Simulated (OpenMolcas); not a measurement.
**One shape, several levels: doublet PN+**

Aim: a comparison of 6 runs (UHF/STO-3G, UB3LYP/6-31G*, U-revPBE/aug-cc-pVTZ, UB3LYP/aug-cc-pVTZ, UBHLYP/aug-cc-pVTZ, UPBE/aug-cc-pVTZ) of doublet PN+. 

The calculation is run with OpenMolcas 26.06.

### 1 The structure to begin with

PN+ has 2 atoms, charge +1, and is taken as a doublet. SMILES of the parent species: `N#P`. The bond length is the one measured for the parent species. That shape belongs to the parent species and isn't relaxed for this state.

Bond lengths: N1–P2 1.491 Å.

### 2 The energy at UHF/STO-3G (run 1)

The input, run.input:

```
* NP Hartree-Fock
>>> EXPORT MOLCAS_PRINT=2

&GATEWAY
  BASLIB=$CurrDir
  BASISSET
  N.STO-3G....
  N1 0.000000 0.000000 0.000000 angstrom
  End of Basis
  BASISSET
  P.STO-3G....
  P2 0.000000 0.000000 1.490866 angstrom
  End of Basis

&SEWARD

&SCF
  UHF
  CHARGE=1
  SPIN=2
  THRESHOLDS=1e-10 1e-07 1e-07 1e-05
  PRORBITALS=1 2
```

The basis set STO-3G is read from a file made from the Basis Set Exchange's data (not shown).

The run is started by

```sh
$ export MOLCAS_MEM=1860
$ pymolcas run.input > run.log
```

Output:

```text
--- Start Module: gateway ---
[...]
--- Stop Module: gateway /rc=_RC_ALL_IS_WELL_ ---
--- Start Module: seward ---
[...]
      Basis functions           14
--- Stop Module: seward /rc=_RC_ALL_IS_WELL_ ---
--- Start Module: scf ---
[...]
       Convergence after  23 Iterations
[...]
::    Total SCF energy                               -390.3474943170
[...]
      Total spin, S                                     0.8941315845
[...]
      Total electronic charge=   21.000000
      Total            charge=    1.000000
[...]
      Dipole Moment (debye):
      Origin of the operator (angstrom)=    0.0000    0.0000    1.0267
                   X= -1.3123E-15               Y= -8.6485E-16               Z= -2.4206E-02           Total=  2.4206E-02
      Center of Charge (angstrom)
[...]
--- Stop Module: scf /rc=_RC_ALL_IS_WELL_ ---
[...]
```

Wall time 1.7 s (1 thread of Arm Neoverse V2, shared host); peak memory 0.37 GiB.

### 3 A single-point energy at UB3LYP/6-31G(d) (Cartesian functions) (run 2)

The input, test.inp:

```
&gateway
 baslib = $CurrDir
 coord
 2
 angstrom
 N        0.000000       0.000000       0.000000
 P        0.000000       0.000000       1.490866
 basis = 6-31Gs
 group = NoSym

&seward
 gridinput
 Grid=UltraFine
 End of Grid

&scf
 uhf
 charge = 1
 spin = 2
 ksdft = B3LYP
 thresholds = 1e-10 1e-07 1e-07 1e-05
 prorbitals = 0
```

The basis set 6-31G* is read from a file made from the Basis Set Exchange's data (not shown).

The run is started by

```sh
$ export MOLCAS_MEM=1860
$ pymolcas test.inp > test.log
```

Output:

```text
--- Start Module: gateway ---
[...]
--- Stop Module: gateway /rc=_RC_ALL_IS_WELL_ ---
--- Start Module: seward ---
[...]
      Basis functions           34
--- Stop Module: seward /rc=_RC_ALL_IS_WELL_ ---
--- Start Module: scf ---
[...]
       Convergence after  20 Iterations
[...]
::    Total KS-DFT energy                            -395.6272400938
[...]
      Total spin, S                                     0.5164631211
[...]
      Total electronic charge=   21.000000
      Total            charge=    1.000000
[...]
      Dipole Moment (debye):
      Origin of the operator (angstrom)=    0.0000    0.0000    1.0267
                   X=  1.3334E-15               Y= -1.6990E-15               Z=  1.9115E+00           Total=  1.9115E+00
      Center of Charge (angstrom)
[...]
--- Stop Module: scf /rc=_RC_ALL_IS_WELL_ ---
[...]
```

It took 6.6 s on 1 thread of Arm Neoverse V2, shared host; peak memory 0.37 GiB.

Runs 3 to 5 aren't shown in full; the table further down has their settings and results.

### 4 The energy at UPBE/aug-cc-pVTZ (run 6)

The input, mol.inp:

```
&GATEWAY
BasLib=$CurrDir
Coord
2
angstrom
N        0.000000       0.000000       0.000000
P        0.000000       0.000000       1.490866
Basis=aug-cc-pVTZ
Group=NoSym
&SEWARD
GridInput
Grid=UltraFine
End of Grid
&SCF
UHF
Charge=1
Spin=2
KSDFT=PBE
Thresholds=1e-10 1e-07 1e-07 1e-05
PrOrbitals=1 1
```

The basis set aug-cc-pVTZ is read from a file made from the Basis Set Exchange's data (not shown).

The run is started by

```sh
$ export MOLCAS_MEM=1860
$ pymolcas mol.inp > mol.log
```

Output:

```text
--- Start Module: gateway ---
[...]
--- Stop Module: gateway /rc=_RC_ALL_IS_WELL_ ---
--- Start Module: seward ---
[...]
      Basis functions           96
--- Stop Module: seward /rc=_RC_ALL_IS_WELL_ ---
[...]
--- Start Module: scf ---
[...]
       Convergence after  22 Iterations
[...]
::    Total KS-DFT energy                            -395.4518188427
[...]
      Total spin, S                                     0.5077249900
[...]
      Total electronic charge=   21.000000
      Total            charge=    1.000000
[...]
      Dipole Moment (debye):
      Origin of the operator (angstrom)=    0.0000    0.0000    1.0267
                   X=  1.1053E-14               Y= -1.3021E-14               Z=  1.9562E+00           Total=  1.9562E+00
      Center of Charge (angstrom)
[...]
--- Stop Module: scf /rc=_RC_ALL_IS_WELL_ ---
[...]
```

Run time: 26 s. Hardware: 1 thread of Arm Neoverse V2, shared host; peak memory 0.53 GiB.

### 5 Overview of the runs

```tsv
run	level	Cartesian functions	integration grid	energy (Eh)	HOMO energy (eV)	LUMO energy (eV)	⟨S²⟩	wall time
1	UHF/STO-3G	no	–	-390.347494	-18.81	-6.06	1.694	1.7 s
2	UB3LYP/6-31G* (Cartesian functions)	yes	UltraFine	-395.627240	-17.68	-14.76	0.783	6.6 s
3	U-revPBE/aug-cc-pVTZ	no	UltraFine	-395.594822	-16.66	-15.62	0.767	26 s
4	UB3LYP/aug-cc-pVTZ	no	UltraFine	-395.681059	-17.64	-14.69	0.782	28 s
5	UBHLYP/aug-cc-pVTZ	no	UltraFine	-395.628923	-18.84	-12.66	0.863	28 s
6	UPBE/aug-cc-pVTZ	no	UltraFine	-395.451819	-16.70	-15.72	0.766	26 s
```

### 6 What came out

| quantity | value |
| --- | --- |
| run 6: total energy | -395.45182 Eh |
| run 6: HOMO energy (highest over α and β) | -16.70 eV |
| run 6: LUMO energy (lowest over α and β) | -15.72 eV |
| run 6: ⟨S²⟩ | 0.766 |

Totals of different functionals can't be ranked against each other. In run 1 the basis is minimal, so the values are rough. Spin contamination of the reference: run 1 ⟨S²⟩ = 1.69, run 5 ⟨S²⟩ = 0.86. Where it is this large, the reference is a mixture of spin states, and values that rest on it are in doubt. All runs together took 1.9 min, the longest 28 s.
